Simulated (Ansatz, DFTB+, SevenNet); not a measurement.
# hcp Y: properties by level of theory

Reference values: lattice constant a 3.648 Å (measured, 293 K, not corrected to a static lattice; as tabulated in Wikipedia's data pages); lattice parameter c 5.732 Å (measured, 293 K, not corrected to a static lattice; as tabulated in Wikipedia's data pages).

| level (code) | lattice constant a (Å) | c axis length (Å) |
|---|---|---|
| GFN1-xTB as cut by DFTB+ | 3.641 | 8.744 |
| SevenNet-0 | 3.585 | 5.848 |
| PBE-D4 (Ansatz) | 3.617 | 5.649 |
| r²SCAN (Ansatz) | 3.683 | 5.699 |
| HSE06 (Ansatz) | 3.695 | 5.703 |

Differences from the reference values (errors of the level alone only where the reference is corrected to a static lattice):

| level | lattice constant a (%) | lattice parameter c (%) |
|---|---|---|
| GFN1-xTB as cut by DFTB+ | -0.19 | +53 |
| SevenNet-0 | -1.73 | +2.02 |
| PBE-D4 | -0.85 | -1.45 |
| r²SCAN | +0.96 | -0.58 |
| HSE06 | +1.29 | -0.51 |

Nearest: lattice constant a, not ranked (reference at room or unstated temperature); lattice parameter c, not ranked (reference at room or unstated temperature). Values with a doubt, or to which a potential was fitted, aren't ranked.

Machine-learned potentials (SevenNet-0) are trained on DFT data: a solid inside that data is no test of them.

Caveats: codes differ in how they cut the long-range tail of xTB's charge interaction in a crystal, so the value belongs to this code (GFN1-xTB as cut by DFTB+); the cell has another shape than the first-principles one, perhaps another minimum in the same group (GFN1-xTB as cut by DFTB+); the cell moved over 20 % in volume from its start (GFN1-xTB as cut by DFTB+); the method was fitted mainly to molecules (GFN1-xTB as cut by DFTB+). Ansatz's density-functional and Hartree–Fock values are scalar-relativistic unless marked +SOC, with PAW data made under PBE.

The crystal itself was run without spin with PBE-D4, r²SCAN, HSE06; a magnetic state was not tried in these runs.

Differences are worked out from the printed values.

Computed values are for the static lattice.

Ansatz is a quantum-chemistry and plane-wave program.
